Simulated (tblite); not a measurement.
C5H8F (doublet state).
Numbering: `[CH3:1][C@@H:2]1[CH2:3][CH2:4][C:5]1[F:6]` (hydrogens: H7, H8, H9 on C1; H10 on C2; H11, H12 on C3; H13, H14 on C4)

Computed geometry: GFN2-xTB, gas phase. This method treats the open shell by occupation alone, without spin polarisation.

Some entries are withheld. Bonds in one row agree within 0.01 Å.

```
         coordinate    value
              C1–C2  1.524 Å
              C2–C3  1.548 Å
              C3–C4        ?
              C4–C5        ?
              C5–F6        ?
              C2–C5        ?
C1–H7, C1–H8, C1–H9  1.087 Å
             C2–H10  1.097 Å
             C3–H11  1.087 Å
             C3–H12  1.087 Å
             C4–H13  1.093 Å
             C4–H14  1.091 Å
           C1–C2–C3        ?
           C1–C2–C5   117.1°
           C3–C2–C5    86.8°
           C2–C3–C4    90.8°
           C3–C4–C5    87.2°
           C4–C5–F6        ?
           C2–C5–C4        ?
           C2–C5–F6   123.8°
```

Question: Fill in the missing values.

Answer: 
- C3–C4 = 1.544 Å, drawn single (both ends carbon bonded to 2 C and 2 H); 0.02 Å above the sum of covalent radii, 1.52 Å.
- C4–C5 = 1.491 Å, drawn single (ends: carbon bonded to 2 C and 2 H; carbon bonded to 2 C and F); equal to the sum of covalent radii, 1.49 Å.
- C5–F6 = 1.354 Å, drawn single (ends: carbon bonded to 2 C and F; fluorine bonded to C); 0.05 Å above the sum of covalent radii, 1.30 Å.
- C2–C5 = 1.497 Å, drawn single (ends: carbon bonded to 3 C and H; carbon bonded to 2 C and F); 0.01 Å above the sum of covalent radii, 1.49 Å.
- C1–C2–C3 = 116.2°, at the carbon bonded to 3 C and H; the outer atoms are 2.608 Å apart.
- C4–C5–F6 = 123.4°, at the carbon bonded to 2 C and F; the outer atoms are 2.506 Å apart.
- C2–C5–C4 = 94.9°, at the carbon bonded to 2 C and F, inside a 4-membered ring; the outer atoms are 2.202 Å apart.

Radii are Cordero's, carbon taken as 0.76, 0.73 or 0.69 Å for four, three, and two or fewer neighbours.

Its GFN2-xTB frequencies are all real (lowest 88 cm⁻¹).

On one thread, Arm Neoverse V2 (aarch64), shared host with 96 logical CPUs at a one-minute load of 70, this took 0.18 s of wall time. These figures are those of the optimisation.
